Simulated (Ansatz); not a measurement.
Ansatz (a program for electronic structure) input:

Ansatz 0.2 input:
```yaml
crystal:
  periodic: [false, false, false]
  atoms:
    - {symbol: O, position_ang: [-0.00000000, -0.00000000, -0.60212663]}
    - {symbol: O, position_ang: [0.00000000, 0.00000000, 0.60212663]}
basis:
  gaussian:
    orbitals: def2-TZVP
hamiltonian:
  xc: {name: PBE0}
magnetization: {spin_polarized: true, initial_magnetization: 2}
```

Question: Predict the final energy.

Answer: -150.23540 Eh (PBE0/def2-TZVP). The basis has 62 functions.
